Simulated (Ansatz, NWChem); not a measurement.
# The same job for NWChem

This Ansatz 0.2.0 job computes doublet CH5FSi−:

run.yaml:
```yaml
crystal:
  periodic: [false, false, false]
  atoms:
    - {symbol: C, position_ang: [-0.521400, 0.700300, -0.437000]}
    - {symbol: Si, position_ang: [0.448400, -0.642000, 0.395200]}
    - {symbol: F, position_ang: [1.946500, -0.649600, -0.178800]}
    - {symbol: H, position_ang: [-0.562400, 0.542500, -1.517100]}
    - {symbol: H, position_ang: [-1.546700, 0.713200, -0.056500]}
    - {symbol: H, position_ang: [-0.077200, 1.680300, -0.248400]}
    - {symbol: H, position_ang: [0.538700, -0.420800, 1.860700]}
    - {symbol: H, position_ang: [-0.133700, -1.981200, 0.126000]}
basis:
  gaussian:
    orbitals: "6-31G*"
total_charge: -1
magnetization:
  spin_polarized: true
  initial_magnetization: 1
hamiltonian:
  xc: {name: B3LYP}
accuracy: high
output: {orbitals: {seedname: orbitals}}
```

```bash
$ ansatz run run.yaml --threads 1 --pin off --max-ram 3480MiB --events-out events.jsonl --progress --plain --runs-dir runs
```

The coordinates come from a PBE0-D4/def2-TZVP relaxation. That shape belongs to the parent species and isn't relaxed for this state.

The HOMO lies above zero, from self-interaction, a short basis or an unbound electron. Without diffuse functions such a state is poorly described.

It gives a total energy of -430.408613 Eh.

Q: Write the same calculation for NWChem 7.3.0 as an input file of the program's own.

A: For example:

ch5fsi.nw:
```
start ch5fsi
title "CH5FSi"
memory 2200 mb
charge -1

geometry noautosym nocenter noautoz
   C       -0.521400       0.700300      -0.437000
   Si       0.448400      -0.642000       0.395200
   F        1.946500      -0.649600      -0.178800
   H       -0.562400       0.542500      -1.517100
   H       -1.546700       0.713200      -0.056500
   H       -0.077200       1.680300      -0.248400
   H        0.538700      -0.420800       1.860700
   H       -0.133700      -1.981200       0.126000
end

basis "ao basis"
   * library 6-31G*
end

dft
   xc b3lyp
   mult 2
   grid xfine
   convergence energy 1e-08
   iterations 100
   mulliken
end

task dft energy
```

```bash
$ nwchem ch5fsi.nw > ch5fsi.out
```

Its energy is -430.408613 Eh, 0.000 mEh from the first.
